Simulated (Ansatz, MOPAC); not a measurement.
Isomers of C2H4F2O

2 of its isomers, all singlets with charge 0: A = `COC(F)F`; B = `FCOCF`.

Shapes, held fixed at every level: PBE0-D4/def2-TZVP. Flexible molecules stand in one conformer, not always the lowest. Programs: Ansatz 0.2.0, MOPAC 23.2.5.

A:

```xyz
9

C    -0.5600   -0.3639   -0.9879
O     0.6787    0.0362   -0.4290
C     0.6046    0.3821    0.8733
F     0.3822   -0.7063    1.6587
F     1.7893    0.8916    1.2229
H    -1.3216    0.4119   -0.8484
H    -0.3859   -0.5069   -2.0519
H    -0.9087   -1.3000   -0.5452
H    -0.1902    1.1089    1.0905
```

B:

```xyz
9

F     1.1505   -1.0739   -1.1070
C     0.9206    0.2176   -0.6941
O    -0.4328    0.4352   -0.5253
C    -0.9773   -0.1518    0.5999
F    -0.6014    0.5368    1.7295
H     1.4770    0.3660    0.2362
H     1.2557    0.8935   -1.4807
H    -0.6431   -1.1864    0.7228
H    -2.0607   -0.0833    0.5017
```

Electronic energies in kJ/mol, without zero-point or thermal terms.

(1) Which isomer should be the most stable, and roughly by how much?

## Answers

(1) A < B in rising energy, over a span of 21 kJ/mol, by CCSD(T)/CBS estimate. All levels agree on that. The B − A difference spans +21.4 to +31.3 kJ/mol over the levels. The CBS estimate extrapolates MP2 from def2-TZVPP and def2-QZVPP and adds CCSD(T) − MP2 in the triple-zeta set, cores frozen. NDDO rows are differences of heats of formation.

```json
{"level": "RM1", "kind": "semi-empirical", "B − A": "+29.2"}
{"level": "HF/def2-SVP", "kind": "Hartree–Fock", "B − A": "+26.0"}
{"level": "SPW92/def2-TZVPP", "kind": "LDA", "B − A": "+28.2"}
{"level": "PBE-D4/def2-TZVPP", "kind": "GGA", "B − A": "+21.9"}
{"level": "r2SCAN-D4/def2-TZVPP", "kind": "meta-GGA", "B − A": "+26.1"}
{"level": "PBE0-D4/def2-TZVPP", "kind": "global hybrid", "B − A": "+24.1"}
{"level": "MP2/def2-SVP", "kind": "perturbation theory", "B − A": "+31.3"}
{"level": "CCSD/def2-SVP", "kind": "coupled cluster or CI", "B − A": "+28.4"}
{"level": "CCSD(T)/CBS estimate", "kind": "coupled cluster or CI", "B − A": "+21.4"}
```
